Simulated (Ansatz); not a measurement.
**Which is lower?**

Two relaxed structures of BSiNH₅ (charge +1), singlet (PBE0-D4/def2-TZVP; forces vanish, vibrations not checked).

A:

| atom | x (Å) | y (Å) | z (Å) |
| --- | --- | --- | --- |
| B1 | -0.9118 | 0.0559 | -0.7123 |
| N2 | 0.0812 | 0.7947 | 0.1870 |
| Si3 | 0.3960 | -1.0870 | 0.1456 |
| H4 | -1.8062 | 0.4782 | -1.3550 |
| H5 | 0.7124 | 1.4551 | -0.2711 |
| H6 | -0.3023 | 1.2572 | 1.0136 |
| H7 | 1.6998 | -1.3237 | -0.4955 |
| H8 | 0.1308 | -1.6304 | 1.4877 |

B:

```
atom    x (Å)    y (Å)    z (Å)
  B1  -0.9775   0.1702  -0.6746
  N2  -0.1437   0.5970   0.3146
 Si3   0.5316  -0.9824   0.3128
  H4  -1.8551   0.5052  -1.3883
  H5  -0.6383  -1.1256  -0.8848
  H6  -0.0420   1.4847   0.7838
  H7   1.7994  -1.1944  -0.3981
  H8   0.0966  -1.9245   1.3524
```

Ansatz 0.2.0; basis: def2-TZVPP; cores frozen in the correlated methods. B3LYP uses VWN-RPA correlation.

Q: Which structure is lower at CCSD(T), and by how much? (An estimate is asked for; the value comes from the calculation.)

A: By the calculation: B, by 1.170 eV (electronic energy, against the other). By their contacts, A is BSiNH₅ ([BH]1[NH2][SiH2]1), total charge +1 and B is BSiNH₅ ([H]1[BH]2[NH][SiH2]12), total charge +1.

All methods give the same order:

| method | E(B) − E(A) (eV) |
| --- | --- |
| PBE-D4 | -1.149 |
| r2SCAN-D4 | -1.197 |
| PBE0-D4 | -1.143 |
| B3LYP-D4 | -1.169 |
| wB97M-V | -1.184 |
| HF | -1.113 |
| MP2 | -1.247 |
| CCSD | -1.147 |
| CCSD(T) | -1.170 |

T1 diagnostic: at most 0.014.

Labels in which every atom is bracketed show which atoms are joined, not bond orders.

For scale, one of the runs: CCSD(T)/def2-TZVPP, 174 basis functions, launched by `ansatz run in.yaml --threads 2 --pin off --events-out ev --progress --plain --max-ram 4352MiB`. Time: 20 s of wall clock on 2 CPU threads of an Arm Neoverse V2; the host was shared. Peak host memory: 1.5 GiB.
